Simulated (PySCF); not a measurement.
Deprotonation sites of isobutene

System: isobutene, `C=C(C)C` (C4H8). Coordinates in Å; atoms count from 1 in this order:
```
C     1.3621   -0.5233    0.5316
C     0.1881   -0.0724    0.0701
C    -1.1166   -0.7077    0.4494
C     0.0932    1.1004   -0.8603
H     2.3066   -0.0508    0.2471
H     1.4177   -1.3802    1.2090
H    -1.7783    0.0223    0.9459
H    -0.9779   -1.5622    1.1263
H    -1.6560   -1.0605   -0.4461
H     1.0809    1.5201   -1.0967
H    -0.3946    0.8112   -1.8068
H    -0.5261    1.9007   -0.4208
```

Energies: PBE0-D3(BJ)/ma-def2-TZVP (PySCF, density fitting, integration grid level 2) on PBE0-D3(BJ)/ma-def2-SVP structures. Thermal corrections: PBE0-D3(BJ)/ma-def2-SVP frequencies, unscaled, ideal gas at 298.15 K and 1 bar, quasi-RRHO entropy.

```
               site       product  ΔH(acid) / kJ/mol  ΔG(acid) / kJ/mol  gas share
C3 (allylic carbon)  C=C([CH2-])C               1633               1597   > 99.9 %
 C1 (alkene carbon)   [CH-]=C(C)C               1715               1682    < 0.1 %
```

ΔH and ΔG refer to AH → A⁻ + H⁺ in the gas phase. Shares are Boltzmann weights among the listed products; an error of 10 kJ/mol changes a ratio about 56-fold. Sites whose products fell apart, merged with another or lost in a GFN2-xTB screen aren't listed.

Of the listed sites C3 (allylic carbon) is favoured in the gas phase, 85 kJ/mol ahead of C1 in free energy.

Vertical detachment energies of the anions: `C=C([CH2-])C` 0.41 eV, `[CH-]=C(C)C` 1.06 eV.

Known limits: one E/Z form of each vinyl-type anion was tried, and another may lie lower.

Run with `OMP_NUM_THREADS=1 python redox_run.py task.json out` on 1 thread of Arm Neoverse V2, a shared host. Structures, frequencies and single points: 8.4 min of wall time.
